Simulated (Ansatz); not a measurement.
Relaxation of BH8NSi (11 atoms, charge 0, multiplicity 1), to a largest force component of 0.03 eV/Å in at most 50 steps.

Level of theory: Ansatz 0.2.0, RKS PBE0/6-31G*.

```xyz
11
Properties=species:S:1:pos:R:3
B 0.155 0.520 -0.299
H -0.107 -0.392 1.903
N 1.338 0.034 -0.847
H 1.415 -0.890 -1.250
H 2.209 0.547 -0.863
H -0.810 -0.195 -0.376
Si 0.071 2.328 0.492
H 0.682 2.411 1.855
H 0.810 3.335 -0.338
H -1.329 2.834 0.620
H -0.011 0.257 2.173
```

Task: Where does it end, and by what steps?

Result: The forces met the threshold. After 11 steps the energy has fallen by 0.238 eV; H11 moved furthest, 1.27 Å.

```json
{"step": "0", "energy less start (eV)": "0.0000", "largest force component (eV/Å)": "1.445", "accepted": "yes"}
{"step": "1", "energy less start (eV)": "-0.1304", "largest force component (eV/Å)": "0.370", "accepted": "yes"}
{"step": "2", "energy less start (eV)": "-0.1737", "largest force component (eV/Å)": "0.197", "accepted": "yes"}
{"step": "3", "energy less start (eV)": "-0.1945", "largest force component (eV/Å)": "0.048", "accepted": "yes"}
{"step": "4", "energy less start (eV)": "-0.2082", "largest force component (eV/Å)": "0.100", "accepted": "yes"}
{"step": "5", "energy less start (eV)": "-0.2155", "largest force component (eV/Å)": "0.225", "accepted": "yes"}
{"step": "6", "energy less start (eV)": "-0.2222", "largest force component (eV/Å)": "0.170", "accepted": "yes"}
{"step": "7", "energy less start (eV)": "-0.2288", "largest force component (eV/Å)": "0.205", "accepted": "yes"}
{"step": "8", "energy less start (eV)": "-0.2339", "largest force component (eV/Å)": "0.222", "accepted": "yes"}
{"step": "9", "energy less start (eV)": "-0.2363", "largest force component (eV/Å)": "0.103", "accepted": "yes"}
{"step": "10", "energy less start (eV)": "-0.2360", "largest force component (eV/Å)": "0.211", "accepted": "no"}
{"step": "11", "energy less start (eV)": "-0.2376", "largest force component (eV/Å)": "0.027", "accepted": "yes"}
```

```xyz
11
Properties=species:S:1:pos:R:3
B 0.260 0.588 -0.414
H -0.372 -0.984 2.901
N 1.329 0.212 -1.220
H 1.437 -0.722 -1.593
H 2.072 0.839 -1.495
H -0.563 -0.250 -0.161
Si 0.131 2.477 0.296
H 0.222 2.516 1.788
H 1.229 3.354 -0.229
H -1.162 3.131 -0.071
H -0.159 -0.374 3.269
```

Whether the end is a true minimum wasn't checked by a vibrational analysis.

The run took 18 s on 1 thread of Intel(R) Xeon(R) 6975P-C (Granite Rapids) (shared host), peak memory 0.15 GiB.
